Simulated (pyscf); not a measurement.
A first-order saddle from PySCF, ωB97X-D3(BJ)/def2-SVP:

```
Si
Cl 1 2.1416
Si 1 2.3275 2 104.81
H 3 1.4917 1 110.29 2 58.67
H 3 1.4921 4 109.33 1 120.86
H 3 1.4943 4 108.98 5 119.01
Si 1 2.3276 2 103.45 3 117.12
H 7 1.4922 1 110.57 2 -60.87
H 7 1.4923 8 109.17 1 -120.16
H 7 1.4943 8 108.95 9 -118.88
Si 1 2.3746 2 102.04 7 121.13
H 11 1.4887 1 103.88 2 -166.62
H 11 1.4914 12 115.56 1 109.11
O 11 1.8720 12 119.51 13 156.01
H 14 0.9773 11 117.04 12 153.62
H 14 1.1364 15 123.90 2 -124.42
H 16 1.1395 14 132.91 15 124.80
```
Charge 0, spin multiplicity 1.

Surface: singlet, charge 0. Lowest wavenumbers (cm⁻¹): 1403i, 54, 73, 77, 87.

Which two sides does it connect, and which bonds change?

`[SiH3][Si]([SiH3])([SiH3])[Cl]` + `[OH2]` ⇌ `[OH][SiH2][Si]([SiH3])([SiH3])[Cl]` + `[H][H]`, a four-centre exchange read from left to right: H–Si, H–O broken and O–Si, H–H formed. At ωB97M-D3(BJ)/def2-TZVP it lies +35.8 kcal/mol from the left side and +49.9 kcal/mol from the right (each side as separated species at their lowest minima found). On the reactant side the descent ends in a complex (not fully relaxed), 5.1 kcal/mol under the separated species and 41.8 kcal/mol under the saddle at ωB97X-D3(BJ)/def2-TZVP. This is the saddle that the search found; another between the same sides may lie lower.
